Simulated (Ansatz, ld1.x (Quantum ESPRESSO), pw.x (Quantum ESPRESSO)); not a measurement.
## Equation-of-state test of one TM potential (technetium (Tc))

```json
{
  "Element": "technetium (Tc)",
  "Generator": "ld1.x (Quantum ESPRESSO) 7.5",
  "Type": "norm-conserving Troullier–Martins (Kleinman–Bylander form)",
  "Functional": "PBEsol",
  "Relativity": "scalar-relativistic",
  "Frozen core": "[Kr]",
  "Valence charge": "7",
  "Reference configuration": "4d5 5s2 5p0",
  "Partial waves": "5s (bound): rc 2.15 bohr; 5p (bound, empty): rc 3.75 bohr; 4d (bound): rc 1.95 bohr",
  "Local potential": "the d channel",
  "Core correction": "a·sin(br)/r model core inside 1.90 bohr"
}
```

Atomic tests: cutoffs needed: 40 Ry and 50 Ry (the cutoffs (Ry, on a coarse ladder) from which the occupation-weighted sum of valence levels, in a spherical-Bessel basis at the reference potential, stays within 10 and 1 mRy of its value at 400 Ry); ghost test: ghost states, extra bound levels that the all-electron valence spectrum of the same l lacks: s at -68.5 eV, p at -21.7 eV; a true bound ghost makes a file unfit for plane-wave use (spherical-Bessel basis up to 400 Ry, 20 bohr box); configuration tests: 1 of 7 tests not solved or not reliable.

Crystal test: fcc Tc in pw.x 7.5, no spin, 15³ k-points, Fermi–Dirac smearing 0.01 Ry, cutoffs 60/240 Ry. The reference is all-electron LAPW (Ansatz 0.2.0) with the same functional, mesh and smearing; V0 and B0 come from Birch–Murnaghan fits to the pressures at five volumes. Errors are pseudo minus all-electron; Δ is the rms difference of the E(V) curves that follow from these fits, minima aligned, over ±6 % about the mean V0. Mesh and smearing are coarse, so the numbers serve the comparison and aren't converged zero-temperature values; the lattice is a test structure that the element need not adopt.

All-electron: a0 = 3.833 Å (V0 = 14.08 Å³/atom), B0 = 322.9 GPa.

Task: How far does the potential miss the all-electron equation of state?

Result: mean pressure error (GPa): +50.61. The pressure does not cross zero within the volumes sampled, so no fit is given. The largest radius (3.75 bohr) exceeds half the bond length (2.56 bohr), so the spheres overlap, which is one possible source of error among others. This is a poor potential for the solid. Note: ghost states, extra bound levels that the all-electron valence spectrum of the same l lacks: s at -68.5 eV, p at -21.7 eV. A true bound ghost makes a file unfit for plane-wave use. Atomic configuration tests: 1 of 7 tests not solved or not reliable.

```json
{"V (Å³/atom)": "13.392", "P all-electron (GPa)": "18.14", "P pseudo (GPa)": "73.51"}
{"V (Å³/atom)": "13.745", "P all-electron (GPa)": "8.27", "P pseudo (GPa)": "61.39"}
{"V (Å³/atom)": "14.097", "P all-electron (GPa)": "-0.35", "P pseudo (GPa)": "50.36"}
{"V (Å³/atom)": "14.449", "P all-electron (GPa)": "-7.86", "P pseudo (GPa)": "40.34"}
{"V (Å³/atom)": "14.802", "P all-electron (GPa)": "-14.40", "P pseudo (GPa)": "31.24"}
```

Task: At the middle volume, how do free energy and pressure move when the wave cutoff is lowered (ecutrho kept at four times it)?

Result:

```
cutoff (Ry)  shift of F (meV/atom)  shift of P (GPa)
         27                 +799.7            -38.58
         36                  +80.2             -2.64
         48                  +28.4             +1.20
```

The run at the middle volume (120 k-points, 21 iterations) took about 11 s on one core of a shared host (Intel(R) Xeon(R) 6975P-C, 192 threads, 378 GiB, load 95).
